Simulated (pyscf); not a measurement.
Elementary routes open to cyclic C₃H₄ (SMILES [C]1CC1) [singlet] in the gas phase (singlet surface):
A. cyclic C₃H₄ (SMILES C1=CC1) (C–H broken; C–H formed)
B. allene (H₂C=C=CH₂) (C–C broken; none formed)

Optimised with ωB97X-D3(BJ)/def2-SVP in PySCF. MP2 and CC: frozen core, UHF for open shells. ΔMP2 is the change of the MP2 total energy from the triple- to the quadruple-zeta basis.

Question: Rank the routes by free-energy barrier at 900 K, lowest first, for CCSD(T)/def2-TZVPP + ΔMP2(QZVPP) energies (ideal gas, 1 atm, RRHO with modes under 100 cm⁻¹ raised to 100, one conformer, R ln 2 for rigid chiral ones).

Answer: B (4.8 kcal/mol), A (11.5 kcal/mol)

Route B is the fastest of these, ahead of the next by 6.7 kcal/mol. The most stable products are those of B (ΔG = -65.2 kcal/mol), so kinetics and thermodynamics agree. At 298 K B is still the fastest. Only these routes are compared; each barrier is that of the saddle found, and lower ones may exist. A restricted singlet here is unstable towards spin polarisation, as is usual where a triplet lies low; its energy is less safe. The CCSD(T) − MP2 part came from Ansatz, without density fitting, on the same reference.
